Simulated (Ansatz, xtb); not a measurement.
## C3H5N: which of two isomers lies lower

We compare X, `[C-]#[N+]CC`, a singlet, with Y, `CCC#N`, a singlet. Both are isolated molecules in the gas phase, relaxed with r2SCAN-D4/def2-SVP.

Quicker runs give these differences E(Y) − E(X): GFN2-xTB −0.955 eV; HF/STO-3G −0.973 eV (at GFN2-xTB geometries); r2SCAN-D4/def2-SVP//GFN2-xTB −0.908 eV.

Question: Estimate E(Y) − E(X) at the level CCSD(T)/def2-TZVP.

Answer: Calculated at CCSD(T)/def2-TZVP: E(Y) − E(X) = −0.970 eV, so structure Y lies lower.

How the difference moves with the method:

```tsv
level	geometry	E(Y) − E(X) (eV)	departure from the last row (eV)	job, with rough time for the two
GFN2-xTB	GFN2-xTB	−0.955	+0.015	optimisation, 0.084 s
HF/STO-3G	GFN2-xTB	−0.973	−0.003	single point, 0.16 s
r2SCAN-D4/def2-SVP//GFN2-xTB	GFN2-xTB	−0.908	+0.062	single point, 1.6 s
r2SCAN-D4/def2-SVP	r2SCAN-D4/def2-SVP	−0.921	+0.049	optimisation, 9.6 s
HF/def2-TZVP	r2SCAN-D4/def2-SVP	−0.768	+0.202	part of the CCSD(T) run
MP2/def2-TZVP	r2SCAN-D4/def2-SVP	−1.089	−0.119	part of the CCSD(T) run
CCSD(T)/def2-TZVP	r2SCAN-D4/def2-SVP	−0.970		single point, 26 s
```

As drawn, Y has 1 C–C in place of 1 C–N.

The levels shown agree on the order. The largest departure from CCSD(T)/def2-TZVP is that of HF/def2-TZVP, 0.202 eV.

With harmonic frequencies from r2SCAN-D4/def2-SVP (ideal gas, rigid rotor, one conformer each, 298.15 K, 1 atm): the zero-point term adds +0.005 eV; ΔH is −0.968 and ΔG −0.963 eV.

Tabulated enthalpies of formation at 298 K are 141.7 kJ/mol for X (CRC Handbook of Chemistry and Physics) and 51.7 kJ/mol for Y (CRC Handbook of Chemistry and Physics), a difference of −0.933 eV. Calculated less tabulated ΔH, with the same thermal term: GFN2-xTB −0.020, HF/STO-3G −0.039, r2SCAN-D4/def2-SVP//GFN2-xTB +0.027, r2SCAN-D4/def2-SVP +0.014, HF/def2-TZVP +0.167, MP2/def2-TZVP −0.155, CCSD(T)/def2-TZVP −0.035 eV. Handbook values carry no stated uncertainty.

The correlated steps freeze 4 core orbitals. Programs: Ansatz 0.2.0, xtb 6.7.1; the last row on 4 threads of Arm Neoverse V1 on a shared host.
